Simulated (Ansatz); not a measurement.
We consider rock-salt ZrC, described by PBEsol (Ansatz, a first-principles code, PAW).

Numerical settings: plane-wave cutoff 560 eV, 16×16×16 k mesh, Fermi–Dirac smearing 0.1 eV, perturbation theory, scalar-relativistic PAW data made under PBE.

The cell has the measured lattice parameters. Conventional cell: a = 4.6920 Å, b = 4.6920 Å, c = 4.6920 Å, α = 90.00°, β = 90.00°, γ = 90.00°.

Harmonic phonon frequencies (cm⁻¹; i marks an imaginary mode):

```tsv
q point	frequencies
Γ	___
X	___
U	205 250 259 488 530 568
L	184 184 323 517 517 654
W	___
```

Question: What belongs in the gaps?

Answer: 
- Γ, frequencies: 0 0 0 430 430 430
- X, frequencies: 209 209 261 458 458 534
- W, frequencies: 239 239 246 509 509 582

No imaginary mode appears at these points.

Note: the cell isn't this level's own, so it is under some stress, which shifts stiffness and frequencies.
